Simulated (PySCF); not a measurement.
Bonds (- single, = double, # triple, : aromatic): C1=C2 1.329 Å, C2-S3 1.762 Å, S3=O4 1.452 Å, S3=O5 1.442 Å, S3-O6 1.624 Å. C1 carries H7, H8; C2 carries H9; O6 carries H10. H7 is cis to S3; H8 is trans to S3.

Geometry: PBE0-D3(BJ)/def2-SVP; GIAO shifts from PySCF, gas phase, non-relativistic, averaged over equivalent atoms.

At PBE0/def2-SVP (108 basis functions, 7.3 s wall time on 1 thread of an Arm Neoverse V1, shared host):
```json
{"atoms": "C2", "δ (ppm)": "138.2"}
{"atoms": "C1", "δ (ppm)": "126.7"}
{"atoms": "S3", "δ (ppm)": "308.4"}
{"atoms": "O4/O5", "δ (ppm)": "214.1"}
{"atoms": "O6", "δ (ppm)": "201.1"}
{"atoms": "H7", "δ (ppm)": "6.54"}
{"atoms": "H9", "δ (ppm)": "6.45"}
{"atoms": "H8", "δ (ppm)": "6.02"}
{"atoms": "H10", "δ (ppm)": "3.60"}
```

δ = σ(ref) − σ, references computed at the same level: TMS for ¹³C (σ = 193.72 ppm), ¹H (σ = 31.34 ppm); ³³S (σ = 567.50 ppm) against CS2; ¹⁷O (σ = 343.04 ppm) vs H2O.

Q: Estimate the result of repeating the calculation with LC-wPBE/pcSseg-2.

A: 
| atoms | δ at LC-wPBE/pcSseg-2 | change |
| --- | --- | --- |
| C2 | 153.2 | +15.0 |
| C1 | 146.8 | +20.1 |
| S3 | 342.1 | +33.7 |
| O4/O5 | 220.1 | +6.0 |
| O6 | 207.0 | +5.9 |
| H7 | 6.95 | +0.41 |
| H9 | 6.85 | +0.40 |
| H8 | 6.37 | +0.35 |
| H10 | 4.52 | +0.92 |

Referencing at the same level of theory: ¹³C (σ = 188.30 ppm), ¹H (σ = 31.32 ppm) against TMS; ³³S (σ = 500.63 ppm) against CS2; ¹⁷O (σ = 332.63 ppm) vs H2O.

The largest change is at S3 (sulfonyl sulfur). Cost: 279 basis functions, 52 s wall time on 1 thread of an Arm Neoverse V2, shared host.

Experimental scales use liquid or dissolved standards, which lie at an offset from isolated H2O (liquid H2O: subtract about 36 ppm).
